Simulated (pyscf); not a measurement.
PySCF, gas phase, ωB97X-D3(BJ)/def2-SVP geometries.

### Question
How much does it cost (ΔH, 298 K, ωB97M-D3(BJ)/def2-TZVP) to split O=W(OH)(SiH₃)(Cl)–Cl at its Si–W bond into [O=W(OH)(Cl)–Cl]• + SiH₃•?

### Answer
Si–W to [O=W(OH)(Cl)–Cl]• + SiH₃•: 39.9 kcal/mol. The 7 functionals that were run give +35.6 (M06-2X) to +49.7 kcal/mol (ωB97X-D3(BJ)). The radicals are drawn with the spin at the cut bond; how far it spreads was not checked. Other isomers of [O=W(OH)(Cl)–Cl]• were not searched in full and may lie lower. Open-shell species with a d-block atom are single-reference here; other states, and whether the spin sits on metal or ligand, were not checked. Elements past Kr carry the def2 core potentials, without spin-orbit coupling.
